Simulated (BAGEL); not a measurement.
# HF/def2-TZVPPD (density fitting with qzvpp-jkfit) run of SiO (SMILES O=[Si])

What is the vertical ionisation energy of SiO at HF/def2-TZVPPD (density fitting with qzvpp-jkfit)? 

Program for the calculation: BAGEL 1.2.2.

6 further runs of the same task are left out: 2 that didn't finish, 4 set aside as unsound or not needed.

### 1 Starting point

The species is SiO (2 atoms), meant as a singlet with charge 0. SMILES: `O=[Si]`. Geometry: relaxed at PBE0-D4/def2-TZVP.

Bond lengths: O1–Si2 1.509 Å.

### 2 The energy at HF/def2-TZVPPD (density fitting with qzvpp-jkfit)

hf.json reads:

```json
{ "bagel": [

{
  "title": "molecule",
  "basis": "def2-tzvppd.json",
  "df_basis": "qzvpp-jkfit",
  "angstrom": "true",
  "geometry": [
    { "atom": "O", "xyz": [   -0.640700,    0.231500,   -0.324000 ] },
    { "atom": "Si", "xyz": [    0.640700,   -0.231500,    0.324000 ] }
  ]
},
{ "title": "hf" },
{ "title": "print", "file": "orbitals.molden", "orbitals": "true" }

]}
```

The basis set def2-TZVPPD is read from a file made from the Basis Set Exchange's data (not shown).

Launch:

```console
$ BAGEL_NUM_THREADS=1 BAGEL hf.json > hf.out
```

Output:

```text
* using 1 threads per process

  ===============================================================
  ===============================================================

  *** Geometry ***

  { "atom" : "O", "xyz" : [     -1.210748,      0.437472,     -0.612271 ] },
  { "atom" : "Si", "xyz" : [      1.210748,     -0.437472,      0.612271 ] },

  Number of auxiliary basis functions:      205

  Since a DF basis is specified, we compute 2- and 3-index integrals:
    o Being stored without compression. Storage requirement is 0.013 GB

  Number of basis functions:       88
  Number of electrons      :       22

    * METHOD: MOLECULE                             0.05

  *** RHF ***

  === Nuclear Repulsion ===
    39.2833323512

      * DIIS with orbital gradients will be used.

  === RHF iteration (def2-tzvppd.json) ===
      0       -363.34453216          0.04367551           0.01
      1       -362.77938148          0.07122602           0.01
      2       -363.83704603          0.00296963           0.01
      3       -363.84184645          0.00088891           0.01
      4       -363.84237874          0.00022205           0.01
      5       -363.84241443          0.00006022           0.01
      6       -363.84241734          0.00001968           0.01
      7       -363.84241769          0.00000423           0.01
      8       -363.84241771          0.00000131           0.01
      9       -363.84241771          0.00000078           0.01
     10       -363.84241771          0.00000012           0.01
     11       -363.84241771          0.00000003           0.01
     12       -363.84241771          0.00000001           0.01
    * SCF iteration converged.

    * Permanent dipole moment:
           (   -1.241955,     0.448748,    -0.628053) a.u.

    * METHOD: HF                                   0.24

    * METHOD: PRINT                                0.01

  ===============================================================
```

Run time: 0.47 s. Hardware: 1 thread of Arm Neoverse V2, shared host.

### 3 The doublet cation

input.json reads:

```json
{ "bagel": [

{
  "title": "molecule",
  "basis": "def2-tzvppd.json",
  "df_basis": "qzvpp-jkfit",
  "angstrom": true,
  "geometry": [
    { "atom": "O", "xyz": [   -0.640700,    0.231500,   -0.324000 ] },
    { "atom": "Si", "xyz": [    0.640700,   -0.231500,    0.324000 ] }
  ]
},
{ "title": "uhf", "charge": 1, "nopen": 1 },
{ "title": "print", "file": "orbitals.molden", "orbitals": true }

]}
```

The basis set def2-TZVPPD is read from a file made from the Basis Set Exchange's data (not shown).

Launch:

```console
$ BAGEL_NUM_THREADS=1 BAGEL input.json > input.out
```

Output:

```text
* using 1 threads per process

  ===============================================================
  ===============================================================

  *** Geometry ***

  { "atom" : "O", "xyz" : [     -1.210748,      0.437472,     -0.612271 ] },
  { "atom" : "Si", "xyz" : [      1.210748,     -0.437472,      0.612271 ] },

  Number of auxiliary basis functions:      205

  Since a DF basis is specified, we compute 2- and 3-index integrals:
    o Being stored without compression. Storage requirement is 0.013 GB

  Number of basis functions:       88
  Number of electrons      :       22

    * METHOD: MOLECULE                             0.05

  *** Open-shell HF ***

  === Nuclear Repulsion ===
    39.2833323512

      * DIIS with orbital gradients will be used.

  === UHF iteration (def2-tzvppd.json) ===
      0       -362.97146054          0.08169707           0.03
      1       -362.15237489          0.15328845           0.03
      2       -362.15173315          0.13661558           0.03
      3       -363.42763923          0.00737374           0.03
      4       -363.43888099          0.00293891           0.03
      5       -363.44278117          0.00203439           0.03
      6       -363.44596975          0.00203186           0.03
      7       -363.44913373          0.00200408           0.03
      8       -363.45793049          0.00088008           0.03
      9       -363.45750992          0.00120740           0.03
     10       -363.45511746          0.00388861           0.03
     11       -363.45799753          0.00178250           0.03
     12       -363.45907714          0.00006277           0.03
     13       -363.45909819          0.00007154           0.03
     14       -363.45912440          0.00002686           0.03
     15       -363.45913450          0.00001059           0.03
     16       -363.45913813          0.00000669           0.03
     17       -363.45913929          0.00000201           0.03
     18       -363.45913932          0.00000028           0.03
     19       -363.45913932          0.00000013           0.03
     20       -363.45913932          0.00000004           0.03
     21       -363.45913932          0.00000002           0.03
     22       -363.45913932          0.00000001           0.03
    * SCF iteration converged.

    * S^2 (UHF) is 0.7991

    * Permanent dipole moment:
           (   -1.154617,     0.417190,    -0.583886) a.u.

    * METHOD: UHF                                  0.71

    * METHOD: PRINT                                0.01

  ===============================================================
```

It took 0.95 s on 1 thread of Arm Neoverse V2, shared host.

### 4 What came out

At HF/def2-TZVPPD (density fitting with qzvpp-jkfit):

| quantity | value |
| --- | --- |
| singlet SiO: total energy | -363.84242 Eh |
| singlet SiO: dipole moment | 3.72 D |
| singlet SiO: HOMO energy | -11.91 eV |
| singlet SiO: LUMO energy | 0.87 eV |
| singlet SiO: HOMO–LUMO gap | 12.77 eV |
| doublet cation: total energy | -363.45914 Eh |
| doublet cation: ⟨S²⟩ | 0.799 |
| vertical ionisation energy (to the doublet cation) | 10.430 eV |

What this shows: Removing an electron at fixed nuclei costs 10.43 eV (241 kcal/mol). The negative HOMO energy of the first species, 11.91 eV, lies 1.48 eV above that difference.
